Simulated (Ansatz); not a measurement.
We consider 2H WSe₂, described by rVV10 (PAW; Ansatz, a quantum-chemistry and plane-wave program).

Settings: plane-wave cutoff 520 eV, 12×12×4 k mesh (along the axes of the cell as run), Fermi–Dirac smearing 0.01 eV, no spin polarisation, scalar-relativistic PAW data made under PBE.

The cell is scaled about its equilibrium volume:

Shape and atoms are relaxed at each volume.

| V (Å³/atom) | P (GPa) | direct gap at Γ (eV) | smallest gap on the k mesh (eV) | c (Å) |
|---|---|---|---|---|
| 20.512 | 2.19 | 2.484 | 0.838 | 12.842 |
| 20.939 | 1.00 | 2.486 | 0.887 | 13.004 |
| 21.366 | 0.02 | 2.494 | 0.935 | 13.179 |
| 21.794 | -0.73 | 2.506 | 0.984 | 13.367 |
| 22.221 | -1.31 | 2.523 | 1.033 | 13.567 |

The fundamental gap (0.94 eV at the equilibrium volume, with added k points) lies elsewhere than Γ–Γ.

Note: the bulk modulus comes from volumes at which shape and atoms were relaxed.

Spin–orbit coupling is not included.
